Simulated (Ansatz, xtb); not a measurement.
C2HN−: where a starting geometry ends

The starting geometry of this gas-phase doublet has its atoms placed at random.

```xyz
4

C    -0.2017   -0.6921   -1.3453
C     0.2440    0.2697    1.3757
N    -0.8065    0.3188    0.2087
H    -0.3990   -0.8350    0.4832
```

Guess where an optimisation with r2SCAN-D4/def2-SVPD ends from this start.

It ends as a structure given below by its coordinates. Distances that change by over a tenth: C2–N3 (1.57 → 1.21 Å). Contacts that open: N3–H4 (1.25 → 1.98 Å). Contacts that close: C1–N3 (1.95 → 1.34 Å), C1–H4 (1.84 → 1.12 Å).

The energy falls by 7.56 eV over 12 steps:

```
step  E − E(last) (eV)
   1             7.560
   2             6.389
   3             5.415
   5             2.457
   6             1.405
   7             0.468
   8             0.139
  10             0.004
  11             0.000
  12             0.000
```

Final geometry (Å):

| atom | x (Å) | y (Å) | z (Å) |
| --- | --- | --- | --- |
| C | -0.4173 | -0.5095 | -0.6845 |
| C | -0.0083 | 0.9540 | 1.3509 |
| N | -0.2060 | 0.1969 | 0.4338 |
| H | -0.5318 | -1.5799 | -0.3781 |

From the same start GFN2-xTB reaches the same bonding as this run.

From so rough a start the end depends on the optimiser's path, so another program may land elsewhere. The end wasn't checked by frequencies. Open shells are spin-unrestricted. Run with Ansatz 0.2.0, 41 s on 1 thread of Intel(R) Xeon(R) Platinum 8488C (Sapphire Rapids), with other jobs on the host.
